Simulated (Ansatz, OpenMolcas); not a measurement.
## SiH3Cl (chlorosilane): from total energies to a heat of formation

SiH3Cl has 5 atoms, charge 0, and is taken as a singlet. SMILES: `[SiH3]Cl`. The shape is that of a PBE0-D4/def2-TZVP optimisation.

Total energies at PBE0/aug-cc-pVDZ (OpenMolcas 26.06); the atoms run unrestricted:

```tsv
species	state	energy (Eh)
SiH3Cl	singlet	-751.256222
Si	triplet	-289.248213
Cl	doublet	-459.992425
H	doublet	-0.500651
```

Harmonic wavenumbers at PBE0-D4/def2-TZVP, in cm⁻¹: 552, 656, 656, 944, 947, 947, 2249, 2261, 2261.

Measured heats of formation of the gaseous atoms at 298.15 K, in kJ/mol: Si 450.0, Cl 121.3, H 218.0. Spin-orbit lowering of the atoms at 298 K (mean of the ground term's levels less their thermal mean, from spectra), in kJ/mol: Si 0.44, Cl 3.44. Take 1 Eh = 2625.50 kJ/mol, 1 cm⁻¹ = 0.0119627 kJ/mol, RT = 2.479 kJ/mol.

**Question.** Work out the heat of formation of the gas at 298 K.

**Answer.** 
1. Electronic atomisation energy: (-289.248213) + (-459.992425) + 3 × (-0.500651) − (-751.256222) = 0.513631 Eh = 1348.5 kJ/mol.
2. Zero-point energy: half the sum of the wavenumbers, 5736.5 cm⁻¹ = 68.6 kJ/mol.
3. Thermal vibrational enthalpy, Σ hcν̃/(exp(hcν̃/kT) − 1): 1.5 kJ/mol. Translation, rotation and pV of a non-linear molecule: 4 RT = 9.9 kJ/mol.
4. The 5 free atoms carry 5/2 RT each: 31.0 kJ/mol.
5. Spin-orbit coupling lowers the free atoms by 0.44 + 3.44 = 3.9 kJ/mol.
6. Atomisation enthalpy at 298 K: 1348.5 − 3.9 − 68.6 − 1.5 − 9.9 + 31.0 = 1295.6 kJ/mol.
7. Sum of the atoms' heats of formation: 1225.3 kJ/mol. Heat of formation: 1225.3 − 1295.6 = -70.3 kJ/mol.

The tabulated value is -141.8 kJ/mol (NIST-JANAF tables), so this level is off by +71.5 kJ/mol, or 5.2 % of the atomisation enthalpy. Anharmonicity and any spin-orbit splitting of the molecule are left out.
